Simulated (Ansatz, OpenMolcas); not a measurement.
# Worked example: the enthalpy of formation of C3H6O (allyl alcohol)

C3H6O: 10 atoms, total charge 0, spin state singlet. SMILES: `C=CCO`. The coordinates come from a PBE0-D4/def2-TZVP relaxation. This is one conformer, not always the lowest.

Total energies at HF/3-21G (OpenMolcas 26.06); the atoms run unrestricted:

```tsv
species	state	energy (Eh)
C3H6O	singlet	-190.850681
C	triplet	-37.481070
O	triplet	-74.393657
H	doublet	-0.496199
```

Harmonic wavenumbers at PBE0-D4/def2-TZVP, in cm⁻¹: 120, 335, 346, 449, 673, 928, 948, 970, 1037, 1087, 1154, 1229, 1310, 1352, 1408, 1453, 1494, 1724, 3012, 3083, 3147, 3161, 3238, 3853.

Measured heats of formation of the gaseous atoms at 298.15 K, in kJ/mol: C 716.9, O 249.2, H 218.0. Spin-orbit lowering of the atoms at 298 K (mean of the ground term's levels less their thermal mean, from spectra), in kJ/mol: C 0.02, O 0.40. Take 1 Eh = 2625.50 kJ/mol, 1 cm⁻¹ = 0.0119627 kJ/mol, RT = 2.479 kJ/mol.

Q: Work out the heat of formation of the gas at 298 K.

A: 
1. Electronic atomisation energy: 3 × (-37.481070) + (-74.393657) + 6 × (-0.496199) − (-190.850681) = 1.036620 Eh = 2721.6 kJ/mol.
2. Zero-point energy: half the sum of the wavenumbers, 18755.5 cm⁻¹ = 224.4 kJ/mol.
3. Thermal vibrational enthalpy, Σ hcν̃/(exp(hcν̃/kT) − 1): 5.5 kJ/mol. Translation, rotation and pV of a non-linear molecule: 4 RT = 9.9 kJ/mol.
4. The 10 free atoms carry 5/2 RT each: 62.0 kJ/mol.
5. Spin-orbit coupling lowers the free atoms by 3 × 0.02 + 0.40 = 0.5 kJ/mol.
6. Atomisation enthalpy at 298 K: 2721.6 − 0.5 − 224.4 − 5.5 − 9.9 + 62.0 = 2543.3 kJ/mol.
7. Sum of the atoms' heats of formation: 3707.9 kJ/mol. Heat of formation: 3707.9 − 2543.3 = +1164.6 kJ/mol.

The tabulated value is -124.5 kJ/mol (CRC Handbook of Chemistry and Physics), so this level is off by +1289.1 kJ/mol, or 33.6 % of the atomisation enthalpy. Hartree–Fock leaves out correlation, which is larger in the molecule than in the atoms, so it underbinds and puts the heat of formation too high. A basis without polarisation functions underbinds badly. Anharmonicity and any spin-orbit splitting of the molecule are left out.
